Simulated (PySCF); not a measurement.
All values below come from TPSSh-D3(BJ)/def2-TZVP // r2SCAN-D4/def2-SVP run with PySCF. Gas-phase values, no solvent. 

Reference species (SMILES): `[N](C)C` (neutral, multiplicity 2).

```json
{
  "dipole_moment": "1.70 D"
}
```

Changed species: `C[O]` (free radical OCH3; the reference has free radical N(CH3)2).

Task: What does the change do to the dipole moment?

Result: the dipole moment increases by 0.31 D, to 2.01 D.
